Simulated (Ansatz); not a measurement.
Consider the hydrogen abstraction from a B–H bond: `FBS` + `[SiH3]`• → `F[B]S`• + SiH₄.

Gas-phase electronic energies from Ansatz, PBE0-D4/def2-TZVP geometries. CCSD(T)/CBS is frozen-core, at the limit of the def2 triple- and quadruple-zeta sets. DFT in def2-TZVPP. B3LYP here is the variant with VWN-RPA as its local correlation; programs differ in this. HSE06 is defined as in plane-wave codes. Open shells (•) are unrestricted, without spin–orbit coupling. Each species was taken in one conformer, which may not be the lowest.

`FBS`:

```xyz
5

F     1.171    1.310   -0.328
B     0.379    0.252   -0.294
S    -0.704    0.058    1.124
H     0.406   -0.532   -1.194
H    -1.252   -1.088    0.692
```

`[SiH3]`•:

```xyz
4

Si    0.067    0.169   -0.284
H    -0.864   -0.936   -0.628
H    -0.557    1.122    0.671
H     1.354   -0.355    0.242
```

`F[B]S`•:

Cartesian coordinates in Å:
```
F 1.231 -1.389 0.001
B 0.290 -0.570 -0.391
S -0.317 0.759 0.646
H -1.205 1.200 -0.256
```

SiH₄:

Cartesian coordinates in Å:
```
Si 0.000 0.000 0.000
H 1.312 0.294 0.629
H 0.203 -0.343 -1.430
H -0.877 1.193 0.103
H -0.638 -1.145 0.698
```

```json
{"level": "B97M-V", "ΔE (kcal/mol)": "13.1", "difference from CCSD(T)/CBS": "-0.1"}
{"level": "B3LYP-D4", "ΔE (kcal/mol)": "13.0", "difference from CCSD(T)/CBS": "-0.2"}
{"level": "r2SCANh-D4", "ΔE (kcal/mol)": "12.4", "difference from CCSD(T)/CBS": "-0.8"}
{"level": "HSE06-D4", "ΔE (kcal/mol)": "13.3", "difference from CCSD(T)/CBS": "0.1"}
{"level": "B2PLYP", "ΔE (kcal/mol)": "13.2", "difference from CCSD(T)/CBS": "0.0"}
{"level": "PBE-QIDH", "ΔE (kcal/mol)": "13.6", "difference from CCSD(T)/CBS": "0.4"}
{"level": "revPBE", "ΔE (kcal/mol)": "12.7", "difference from CCSD(T)/CBS": "-0.5"}
{"level": "BLYP", "ΔE (kcal/mol)": "12.5", "difference from CCSD(T)/CBS": "-0.7"}
{"level": "BHLYP", "ΔE (kcal/mol)": "13.3", "difference from CCSD(T)/CBS": "0.1"}
{"level": "HF/def2-SVP", "ΔE (kcal/mol)": "13.4", "difference from CCSD(T)/CBS": "0.2"}
{"level": "MP2/def2-SVP", "ΔE (kcal/mol)": "15.0", "difference from CCSD(T)/CBS": "1.8"}
{"level": "CCSD(T)/def2-SVP", "ΔE (kcal/mol)": "14.7", "difference from CCSD(T)/CBS": "1.5"}
{"level": "HF/def2-TZVPP", "ΔE (kcal/mol)": "12.0", "difference from CCSD(T)/CBS": "-1.2"}
{"level": "CCSD(T)/def2-QZVPP", "ΔE (kcal/mol)": "13.3", "difference from CCSD(T)/CBS": "0.1"}
{"level": "HF/CBS(def2)", "ΔE (kcal/mol)": "11.8", "difference from CCSD(T)/CBS": "-1.4"}
{"level": "CCSD/CBS(def2)", "ΔE (kcal/mol)": "13.3", "difference from CCSD(T)/CBS": "0.1"}
{"level": "CCSD(T)/CBS", "ΔE (kcal/mol)": "13.2", "difference from CCSD(T)/CBS": "0"}
```

Largest T1 diagnostic among the species: 0.017.

Leaving LDA and LC-ωPBE aside and taking each functional with its dispersion term where it has one, the values, not all of them listed here, spread over 1.4 kcal/mol, from r2SCAN-D4 to ωB97M-V. From BLYP to BHLYP (50 % exact exchange), in def2-TZVPP and without D4, ΔE moves by +0.7 kcal/mol.
